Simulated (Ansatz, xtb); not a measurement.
Relative energy of two isomers of C2H6O3

Structure a is `COC(O)O`, a singlet and structure b is `OCC(O)O`, a singlet. Both are isolated molecules in the gas phase, relaxed with r2SCAN-D4/def2-SVP; the shapes shown needn't be the lowest conformers.

a (Å):

```xyz
11

C    -0.6979   -1.5769   -0.9229
C    -1.0429   -1.2444    1.3844
O    -1.0694   -0.6768    0.0986
O    -1.5615   -0.2866    2.2372
O     0.2237   -1.5869    1.8043
H     0.3267   -1.9582   -0.7692
H    -1.3885   -2.4417   -0.9740
H    -0.7438   -1.0299   -1.8739
H    -1.6246   -2.1941    1.3829
H    -2.2079    0.2174    1.7225
H     0.6807   -0.7476    1.9776
```

b (Å):

```xyz
11

C    -1.8061   -0.2033   -0.1520
C    -0.6135   -0.0813    0.7838
O    -2.7001    0.8638   -0.0015
O    -1.1710    0.0111    2.0778
O     0.2749   -1.1505    0.6603
H    -2.8492    0.9392    0.9534
H    -2.2823   -1.1919    0.0520
H    -1.4502   -0.2158   -1.1939
H    -0.0258    0.8249    0.5421
H    -0.4612    0.2405    2.6927
H    -0.2358   -1.9610    0.8098
```

Quicker runs give these differences E(b) − E(a): GFN2-xTB +0.314 eV; HF/STO-3G +0.419 eV (at GFN2-xTB geometries); r2SCAN-D4/def2-SVP//GFN2-xTB +0.002 eV.

Estimate E(b) − E(a) at the level CCSD(T)/def2-SVP + ΔMP2/def2-TZVPP.

Not settled: CCSD(T)/def2-SVP + ΔMP2/def2-TZVPP gives E(b) − E(a) = −0.062 eV, but this leans on the basis-set step: CCSD(T) alone gives +0.009 eV.

The same difference at several levels:

| level | geometry | E(b) − E(a) (eV) | departure from the last row (eV) | job, with rough time for the two |
| --- | --- | --- | --- | --- |
| GFN2-xTB | GFN2-xTB | +0.314 | +0.376 | optimisation, 0.095 s |
| HF/STO-3G | GFN2-xTB | +0.419 | +0.481 | single point, 0.2 s |
| r2SCAN-D4/def2-SVP//GFN2-xTB | GFN2-xTB | +0.002 | +0.064 | single point, 2.7 s |
| r2SCAN-D4/def2-SVP | r2SCAN-D4/def2-SVP | +0.048 | +0.110 | optimisation, 41 s |
| HF/def2-SVP | r2SCAN-D4/def2-SVP | +0.097 | +0.159 | part of the CCSD(T) run |
| MP2/def2-SVP | r2SCAN-D4/def2-SVP | −0.014 | +0.048 | part of the CCSD(T) run |
| CCSD(T)/def2-SVP | r2SCAN-D4/def2-SVP | +0.009 | +0.070 | single point |
| CCSD(T)/def2-SVP + ΔMP2/def2-TZVPP | r2SCAN-D4/def2-SVP | −0.062 |  | single point, 22 s |

As drawn, b has 1 C–C, 1 O–H in place of 1 C–O, 1 C–H.

GFN2-xTB, HF/STO-3G, r2SCAN-D4/def2-SVP, HF/def2-SVP put the two in the other order. r2SCAN-D4/def2-SVP//GFN2-xTB, MP2/def2-SVP, CCSD(T)/def2-SVP find them nearly level. The largest departure from CCSD(T)/def2-SVP + ΔMP2/def2-TZVPP is that of HF/STO-3G, 0.481 eV. The last row adds to CCSD(T) the change of the MP2 difference between the two basis sets, here −0.070 eV.

With harmonic frequencies from r2SCAN-D4/def2-SVP (ideal gas, rigid rotor, one conformer each, 298.15 K, 1 atm): on the last row, ΔE + ΔZPE = −0.034, ΔH = −0.043, ΔG = −0.020 eV.

The correlated steps freeze 5 core orbitals. Programs: Ansatz 0.2.0, xtb 6.7.1; the last row on 2 threads of Arm Neoverse V2 on a shared host.
